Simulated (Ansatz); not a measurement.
# One shape, several levels: C2H6Si (SMILES C[Si]C)

Wanted: a comparison of 5 runs (HF/STO-3G, B3LYP/6-31G*, SVWN5/6-311+G**, r2SCAN0/6-311+G**, CCSD(T)/6-311+G**) of C2H6Si. 

The results are computed with Ansatz 0.2.0.

34 further runs of the same task are left out: 34 set aside as unsound or not needed.

## 1. The structure to begin with

The species is C2H6Si (9 atoms), meant as a singlet with charge 0. As SMILES, `C[Si]C`. The C3–H9 distance was set to 1.432 Å, away from the relaxed value.

Bond lengths: C1–Si2 1.896 Å, Si2–C3 1.896 Å, C1–H4 1.102 Å, C1–H5 1.091 Å, C1–H6 1.095 Å, C3–H7 1.095 Å, C3–H8 1.091 Å. Angles: C1–Si2–C3 97.8°, Si2–C1–H4 105.3°, Si2–C1–H5 113.7°, Si2–C1–H6 114.0°, Si2–C3–H7 113.9°, Si2–C3–H8 113.7°, H4–C1–H5 107.1°, H4–C1–H6 106.4°, H5–C1–H6 109.8°, H7–C3–H8 109.8°. A long bond or contact: C3–H9 1.432 Å.

## 2. A single-point energy at HF/STO-3G (run 1)

molecule.yaml

```yaml
basis:
  gaussian:
    orbitals: STO-3G
crystal:
  periodic: [false, false, false]
  atoms:
    - {symbol: C, position_ang: [-0.655451, 0.845610, -1.033597]}
    - {symbol: Si, position_ang: [0.768749, -0.401390, -1.141097]}
    - {symbol: C, position_ang: [0.473849, -1.271090, 0.517703]}
    - {symbol: H, position_ang: [-1.558751, 0.278710, -1.310497]}
    - {symbol: H, position_ang: [-0.567751, 1.673310, -1.739297]}
    - {symbol: H, position_ang: [-0.831551, 1.235010, -0.025697]}
    - {symbol: H, position_ang: [-0.583651, -1.394690, 0.772703]}
    - {symbol: H, position_ang: [0.989849, -2.228290, 0.609003]}
    - {symbol: H, position_ang: [1.028800, -0.397000, 1.507100]}
accuracy: high
output:
  orbitals: {seedname: orbitals}
hamiltonian:
  xc: hf
```

Run with:

```console
$ ansatz run molecule.yaml --threads 1 --pin off --max-ram 3480MiB --events-out events.jsonl --progress --plain --runs-dir runs
```

Output:

```text
Warning: RAYON_NUM_THREADS=1 ignored (pool sized by the plan → 1); use --threads N
Functional definition: HF
  name "HF"
  exchange = exact_x
  correlation = 0
483 factors; integrals over basis functions are off by at most 1.4e-8 eV
mean field evaluation 1: about -9899.0834 eV, gradient 9.6e0 eV
mean field evaluation 2: about -9899.1805 eV, gradient 9.4e0 eV
mean field evaluation 4: about -9899.6133 eV, gradient 5.2e-1 eV
mean field evaluation 8: about -9899.6140 eV, gradient 8.8e-7 eV
mean field -9899.61397141 eV, -363.8041032498 hartree, gradient 1.8e-8 eV, S^2 0.000000; 0 other end points of the search recorded, 0 dependent functions left out
reference -9899.61397141 eV, -363.8041032498 hartree; 16, 16 occupied and 9, 9 virtual orbitals, 483 factors
Total energy: -9899.61397141 eV, -363.8041032498 hartree
```

It took 0.16 s on 1 thread of Arm Neoverse V2, shared host.

## 3. A single-point energy at B3LYP/6-31G(d) (spherical functions) (run 2)

input.yaml

```yaml
crystal:
  periodic: [false, false, false]
  atoms:
    - {symbol: C, position_ang: [-0.655451, 0.845610, -1.033597]}
    - {symbol: Si, position_ang: [0.768749, -0.401390, -1.141097]}
    - {symbol: C, position_ang: [0.473849, -1.271090, 0.517703]}
    - {symbol: H, position_ang: [-1.558751, 0.278710, -1.310497]}
    - {symbol: H, position_ang: [-0.567751, 1.673310, -1.739297]}
    - {symbol: H, position_ang: [-0.831551, 1.235010, -0.025697]}
    - {symbol: H, position_ang: [-0.583651, -1.394690, 0.772703]}
    - {symbol: H, position_ang: [0.989849, -2.228290, 0.609003]}
    - {symbol: H, position_ang: [1.028800, -0.397000, 1.507100]}
basis:
  gaussian: {orbitals: 6-31G_st_-spherical.json}
hamiltonian: {xc: {name: B3LYP}}
accuracy: high
output: {orbitals: {seedname: orbitals}}
```

The basis set 6-31G* is read from a file made from the Basis Set Exchange's data (not shown).

Run with:

```console
$ ansatz run input.yaml --threads 1 --pin off --max-ram 3480MiB --events-out events.jsonl --progress --plain --runs-dir runs
```

Output:

```text
Warning: RAYON_NUM_THREADS=1 ignored (pool sized by the plan → 1); use --threads N
Functional definition: B3LYP
  name "B3LYP"
  parameter a0 = 0.2
  parameter ax = 0.72
  parameter ac = 0.81
  exchange = (1 - a0 - ax)*slater_x + ax*b88_x + a0*exact_x
  correlation = (1 - ac)*vwn_rpa_c + ac*lyp_c
1392 factors; integrals over basis functions are off by at most 3.4e-9 eV
mean field evaluation 1: about -10039.0124 eV, gradient 5.8e1 eV
mean field evaluation 2: about -10032.5334 eV, gradient 7.1e1 eV
mean field evaluation 4: about -10047.3160 eV, gradient 2.0e0 eV
mean field evaluation 8: about -10047.3163 eV, gradient 2.3e-2 eV
mean field evaluation 16: about -10047.3163 eV, gradient 3.2e-6 eV
mean field -10047.31632599 eV, -369.2320646646 hartree, gradient 5.7e-8 eV, S^2 0.000000; 0 other end points of the search recorded, 0 dependent functions left out
reference -10047.31636093 eV, -369.2320659486 hartree; 16, 16 occupied and 42, 42 virtual orbitals, 1392 factors
Total energy: -10047.31636093 eV, -369.2320659486 hartree
```

It took 3.3 s on 1 thread of Arm Neoverse V2, shared host; peak memory 0.17 GiB.

## 4. A single-point energy at SVWN5/6-311+G(d,p) (run 3)

in.yaml

```yaml
crystal:
  periodic: [false, false, false]
  atoms:
    - {symbol: C, position_ang: [-0.655451, 0.845610, -1.033597]}
    - {symbol: Si, position_ang: [0.768749, -0.401390, -1.141097]}
    - {symbol: C, position_ang: [0.473849, -1.271090, 0.517703]}
    - {symbol: H, position_ang: [-1.558751, 0.278710, -1.310497]}
    - {symbol: H, position_ang: [-0.567751, 1.673310, -1.739297]}
    - {symbol: H, position_ang: [-0.831551, 1.235010, -0.025697]}
    - {symbol: H, position_ang: [-0.583651, -1.394690, 0.772703]}
    - {symbol: H, position_ang: [0.989849, -2.228290, 0.609003]}
    - {symbol: H, position_ang: [1.028800, -0.397000, 1.507100]}
basis:
  gaussian:
    orbitals: 6-311+G_st__st_-spherical.json
hamiltonian:
  xc: {name: SVWN5}
accuracy: high
output: {orbitals: {seedname: orbitals}}
```

The basis set 6-311+G** is read from a file made from the Basis Set Exchange's data (not shown).

Run with:

```console
$ ansatz run in.yaml --threads 1 --pin off --max-ram 3480MiB --events-out events.jsonl --progress --plain --runs-dir runs
```

Output:

```text
Warning: RAYON_NUM_THREADS=1 ignored (pool sized by the plan → 1); use --threads N
Functional definition: SVWN5
  name "SVWN5"
  exchange = slater_x
  correlation = vwn5_c
2155 factors; integrals over basis functions are off by at most 5.1e-9 eV
mean field evaluation 1: about -9975.8150 eV, gradient 9.2e1 eV
mean field evaluation 2: about -9918.6728 eV, gradient 1.4e2 eV
mean field evaluation 4: about -9995.6046 eV, gradient 6.7e0 eV
mean field evaluation 8: about -9995.7550 eV, gradient 3.5e-1 eV
mean field evaluation 16: about -9995.7554 eV, gradient 1.4e-5 eV
mean field -9995.75536545 eV, -367.3372343140 hartree, gradient 8.4e-8 eV, S^2 0.000000; 0 other end points of the search recorded, 0 dependent functions left out
reference -9995.75537075 eV, -367.3372345089 hartree; 16, 16 occupied and 94, 94 virtual orbitals, 2155 factors
Total energy: -9995.75537075 eV, -367.3372345089 hartree
```

Wall time 4.2 s (1 thread of Arm Neoverse V2, shared host); peak memory 0.28 GiB.

Run 4 isn't shown in full; the table further down has it.

## 5. The energy at CCSD(T)/6-311+G(d,p) (run 5)

job.yaml

```yaml
crystal:
  periodic: [false, false, false]
  atoms:
    - {symbol: C, position_ang: [-0.655451, 0.845610, -1.033597]}
    - {symbol: Si, position_ang: [0.768749, -0.401390, -1.141097]}
    - {symbol: C, position_ang: [0.473849, -1.271090, 0.517703]}
    - {symbol: H, position_ang: [-1.558751, 0.278710, -1.310497]}
    - {symbol: H, position_ang: [-0.567751, 1.673310, -1.739297]}
    - {symbol: H, position_ang: [-0.831551, 1.235010, -0.025697]}
    - {symbol: H, position_ang: [-0.583651, -1.394690, 0.772703]}
    - {symbol: H, position_ang: [0.989849, -2.228290, 0.609003]}
    - {symbol: H, position_ang: [1.028800, -0.397000, 1.507100]}
basis:
  gaussian: {orbitals: 6-311+G_st__st_-spherical.json}
accuracy: high
correlation: {method: ccsd_t, frozen_orbitals: {C: 1, H: 0, Si: 5}}
scf: {omitted_lower_state_checks: [cluster_reference, increment]}
```

The basis set 6-311+G** is read from a file made from the Basis Set Exchange's data (not shown).

Run with:

```console
$ ansatz run job.yaml --threads 1 --pin off --max-ram 3480MiB --events-out events.jsonl --progress --plain --runs-dir runs
```

Output:

```text
Warning: RAYON_NUM_THREADS=1 ignored (pool sized by the plan → 1); use --threads N
[... 11 lines left out ...]
7 core orbitals not correlated: weight in the atoms' cores, before any rotation towards them, 1.000 or more for the frozen orbitals, at most 0.000 for the correlated occupied ones
[... 28 lines left out ...]
Total energy: -10029.07529973 eV, -368.5617193138 hartree
Checks for a lower state left out: cluster_reference, increment
```

Run time: 22 s. Hardware: 1 thread of Arm Neoverse V2, shared host; peak memory 0.96 GiB.

## 6. Overview of the runs

| run | level | frozen core orbitals | energy (Eh) | HOMO energy (eV) | LUMO energy (eV) | HOMO–LUMO gap (eV) | wall time |
| --- | --- | --- | --- | --- | --- | --- | --- |
| 1 | HF/STO-3G | – | -363.804103 | -5.85 | 6.20 | 12.05 | 0.16 s |
| 2 | B3LYP/6-31G* (spherical functions) | – | -369.232066 | -5.63 | -2.15 | 3.48 | 3.3 s |
| 3 | SVWN5/6-311+G** | – | -367.337235 | -5.07 | -3.18 | 1.89 | 4.2 s |
| 4 | r2SCAN0/6-311+G** | – | -369.162387 | -6.14 | -2.12 | 4.02 | 11 s |
| 5 | CCSD(T)/6-311+G** | 7 | -368.561719 | – | – | – | 22 s |

## 7. What came out

| quantity | value |
| --- | --- |
| run 5: total energy | -368.56172 Eh |
| run 5: correlation energy (7 core orbitals frozen) | -463.3 mEh |
| run 5: (T) correction | -15.19 mEh |
| run 5: T1 diagnostic | 0.013 |

Over runs 1, 2, 3, 4 the HOMO–LUMO gap runs from 1.89 eV (SVWN5/6-311+G**) to 12.05 eV (HF/STO-3G). The two ends differ in method and basis. Totals of different functionals can't be ranked against each other. In run 5 the log says that unrestricted orbitals would lower the reference, so the values rest on an unstable closed-shell determinant (other closed-shell runs at this shape may share the fault). In run 1 the basis is minimal, so the values are rough. All runs together took 41 s, the longest 22 s.
